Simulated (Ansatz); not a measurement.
CH5NSi, SMILES `N=C[SiH3]`, 8 atoms. Total charge 0; spin multiplicity 1. All runs use 2 threads of an Arm Neoverse V2 on a shared host. Correlated methods freeze the cores. Open-shell runs search over several starts.

Problem. How many basis functions does each run have, and how long does it take in Ansatz? UHF-MP2/def2-QZVPP energy of the cation; UKS B2PLYP (frozen core)/def2-TZVPP energy of the cation; RKS PBE0-D4/def2-QZVPP energy; direct RPA on PBE orbitals/def2-TZVPP energy; RKS B2PLYP (frozen core)/def2-TZVPP energy; RHF-MP2/def2-QZVPP energy; RHF-CCSD(T)/def2-TZVPP energy; RKS PBE0-D4/def2-TZVP relaxation (19 steps); RHF-CCSD(T)/def2-SVP energy; RKS PBE0-D4/def2-SVP energy; UHF-CCSD(T)/def2-TZVPP energy of the cation; UKS ωB97X-V/def2-TZVPP energy of the cation. (Estimate.)

Solution. The calculation gave: Other jobs shared the machine, so times are rough.

| level | job | functions | wall time | peak host memory (GiB) |
| --- | --- | --- | --- | --- |
| RKS PBE0-D4/def2-SVP | energy | 71 | 0.6 s | 0.34 |
| RHF-CCSD(T)/def2-SVP | energy | 71 | 1 s | 0.34 |
| RKS B2PLYP (frozen core)/def2-TZVPP | energy | 174 | 2.7 s | 0.34 |
| direct RPA on PBE orbitals/def2-TZVPP | energy | 174 | 2.9 s | 0.34 |
| RKS PBE0-D4/def2-QZVPP | energy | 334 | 3.8 s | 0.69 |
| UKS B2PLYP (frozen core)/def2-TZVPP | energy of the cation | 174 | 10 s | 0.48 |
| UKS ωB97X-V/def2-TZVPP | energy of the cation | 174 | 11 s | 0.5 |
| RHF-MP2/def2-QZVPP | energy | 334 | 11 s | 1.2 |
| RHF-CCSD(T)/def2-TZVPP | energy | 174 | 20 s | 1.5 |
| UHF-MP2/def2-QZVPP | energy of the cation | 334 | 29 s | 1.2 |
| RKS PBE0-D4/def2-TZVP | relaxation (19 steps) | 129 | 32 s | 0.21 |
| UHF-CCSD(T)/def2-TZVPP | energy of the cation | 174 | 81 s | 3.6 |
